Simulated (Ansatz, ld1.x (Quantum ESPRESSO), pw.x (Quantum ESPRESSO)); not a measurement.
## pw.x on sc H: one setting changed

Potential: norm-conserving RRKJ (Kleinman–Bylander form), ld1.x (Quantum ESPRESSO) 7.5, PBEsol; core none, reference 1s1; waves: 1s (bound): rc 1.40 bohr; 2p channel at 0.4 Ry: rc 1.05 bohr; local part: the p channel; core correction: none; rho0 0.01.

The reference run (k-mesh 18³, cutoffs 110/440 Ry, Fermi–Dirac 0.01 Ry, mixing_beta 0.4, conv_thr 1e-9, no spin) gives -0.07 GPa at 2.993 Å³/atom, where all-electron LAPW gives 1.30 GPa. This run, with its own iteration cap, changes nosym to true.

```
&control
  calculation='scf', prefix='x', pseudo_dir='./', outdir='./tmp', tstress=.true., disk_io='none'
/
&system
  ibrav=0, nat=1, ntyp=1, ecutwfc=110, ecutrho=440, nbnd=7,
  occupations='smearing', smearing='fd', degauss=0.01, nosym=.true.
/
&electrons
  conv_thr=1e-09, mixing_beta=0.4, electron_maxstep=60
/
ATOMIC_SPECIES
H 1.0 H.UPF
CELL_PARAMETERS angstrom
  1.44112695 0.00000000 0.00000000
  0.00000000 1.44112695 0.00000000
  0.00000000 0.00000000 1.44112695
ATOMIC_POSITIONS crystal
H 0.0000 0.0000 0.0000
K_POINTS automatic
18 18 18 0 0 0
```

```bash
pw.x < H.scf.in > H.scf.out
```

Problem. How does the run end?

Solution. It converges in 5 iterations; the free energy moves by +0.0 meV/atom and the pressure by +0.00 GPa. The result is that of the reference run.

```
lattice parameter (alat)  =       2.7233  a.u.
     unit-cell volume          =      20.1978 (a.u.)^3
     number of electrons       =         1.00
     number of Kohn-Sham states=            7
     kinetic-energy cutoff     =     110.0000  Ry
     charge density cutoff     =     440.0000  Ry
     scf convergence threshold =      1.0E-09
     Exchange-correlation= PBESOL
     number of k points=  2920  Fermi-Dirac smearing, width (Ry)=  0.0100
     iteration #  1     ecut=   110.00 Ry     beta= 0.40
     total energy              =      -1.07452440 Ry
     estimated scf accuracy    <       0.00023973 Ry
     iteration #  2     ecut=   110.00 Ry     beta= 0.40
     total energy              =      -1.07456795 Ry
     estimated scf accuracy    <       0.00008965 Ry
     iteration #  3     ecut=   110.00 Ry     beta= 0.40
     total energy              =      -1.07457117 Ry
     estimated scf accuracy    <       0.00000001 Ry
     iteration #  4     ecut=   110.00 Ry     beta= 0.40
     total energy              =      -1.07457153 Ry
     estimated scf accuracy    <          4.7E-09 Ry
     iteration #  5     ecut=   110.00 Ry     beta= 0.40
     the Fermi energy is     3.1008 ev
!    total energy              =      -1.07457154 Ry
     estimated scf accuracy    <          1.8E-10 Ry
     smearing contrib. (-TS)   =      -0.00046156 Ry
     The total energy is F=E-TS. E is the sum of the following terms:
     one-electron contribution =       0.61223897 Ry
     hartree contribution      =       0.01965882 Ry
     xc contribution           =      -0.66416120 Ry
     ewald contribution        =      -1.04184657 Ry
     convergence has been achieved in   5 iterations
          total   stress  (Ry/bohr**3)                   (kbar)     P=       -0.68
     Message from routine punch:
     Nothing written, as per user request (disk_io='none')
```

The run took about 31 s on one core of a shared host (Neoverse-V2, 192 threads, 742 GiB, load 54).
